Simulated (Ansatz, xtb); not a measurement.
Two isomers of C2H4FN

We compare X, `N/C=C/F`, a singlet, with Y, `N/C=C\F`, a singlet. Both are isolated molecules in the gas phase, relaxed with PBE-D3(BJ)/def2-SVP; the shapes shown needn't be the lowest conformers.

X (Å):

```xyz
8

C    -0.8555    0.1412    1.4298
C    -2.0464    0.2724    2.0504
F    -2.2141   -0.1236    3.3340
N    -0.5233    0.6288    0.1631
H     0.0887    0.0076   -0.3728
H    -1.3258    0.9113   -0.4069
H    -0.0300   -0.3257    1.9929
H    -2.9519    0.7212    1.6079
```

Y (Å):

```xyz
8

C    -1.1252   -0.1916    1.0960
C    -1.9313    0.0946    2.1400
F    -2.3296    1.3753    2.3733
N    -0.7039    0.7180    0.1297
H     0.2391    0.5580   -0.2305
H    -0.8397    1.6947    0.4047
H    -0.8304   -1.2417    0.9456
H    -2.3378   -0.6400    2.8486
```

Quicker runs give these differences E(Y) − E(X): GFN2-xTB 0.000 eV; HF/STO-3G −0.013 eV (at GFN2-xTB geometries); r2SCAN-D4/def2-SVP −0.136 eV (at GFN2-xTB geometries).

Problem. Estimate E(Y) − E(X) at the level CCSD(T)/def2-TZVP.

Solution. Calculated at CCSD(T)/def2-TZVP: E(Y) − E(X) = −0.139 eV, so structure Y lies lower.

How the difference moves with the method:

```tsv
level	geometry	E(Y) − E(X) (eV)	departure from the last row (eV)	job, with rough time for the two
GFN2-xTB	GFN2-xTB	0.000	+0.139	optimisation, 0.088 s
HF/STO-3G	GFN2-xTB	−0.013	+0.125	single point, 0.18 s
r2SCAN-D4/def2-SVP	GFN2-xTB	−0.136	+0.003	single point, 1.2 s
PBE-D3(BJ)/def2-SVP	PBE-D3(BJ)/def2-SVP	−0.117	+0.021	optimisation, 8.7 s
HF/def2-TZVP	PBE-D3(BJ)/def2-SVP	−0.135	+0.004	part of the CCSD(T) run
MP2/def2-TZVP	PBE-D3(BJ)/def2-SVP	−0.149	−0.010	part of the CCSD(T) run
CCSD(T)/def2-TZVP	PBE-D3(BJ)/def2-SVP	−0.139		single point, 28 s
```

As drawn, both hold the same kinds of bond in the same numbers.

GFN2-xTB, HF/STO-3G find them nearly level. The largest departure from CCSD(T)/def2-TZVP is that of GFN2-xTB, 0.139 eV.

With harmonic frequencies from PBE-D3(BJ)/def2-SVP (ideal gas, rigid rotor, one conformer each, 298.15 K, 1 atm): on the last row, ΔE + ΔZPE = −0.129, ΔH = −0.133, ΔG = −0.132 eV.

The correlated steps freeze 4 core orbitals. Codes used: Ansatz 0.2.0, xtb 6.7.1; the last row on 2 threads of Intel(R) Xeon(R) Platinum 8488C (Sapphire Rapids) on a shared host.
